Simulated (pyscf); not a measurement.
H₃C–CH₂–Zn–Cl + hydrogen (H₂) -> H₃C–CH₂–ZnH + hydrogen chloride (HCl) (four-centre exchange; singlet surface; Cl–Zn, H–H broken, H–Zn, Cl–H formed). Single points on ωB97X-D3(BJ)/def2-SVP structures (PySCF, gas phase). Energies in eV from the separated reactants.

```csv
level,barrier,reaction energy
ωB97X-D3(BJ)/def2-TZVP,1.59,+1.44
PBE/def2-TZVP,1.33,+1.31
r²SCAN/def2-TZVP,1.38,+1.41
B3LYP-D3(BJ)/def2-TZVP,1.52,+1.38
PBE0-D3(BJ)/def2-TZVP,1.40,+1.36
M06-2X/def2-TZVP,1.61,+1.55
```

On the product side the descent ends in a complex, 0.21 eV under the separated species and 0.36 eV under the saddle at ωB97X-D3(BJ)/def2-TZVP. At r²SCAN the saddle lies under the separated products, which points to a path from their complex (located at ωB97X-D3(BJ) alone), and parting the products costs more than the saddle. One saddle was located; it need not be the lowest between these sides. Elements up to Kr have no core potential and no relativistic terms here.
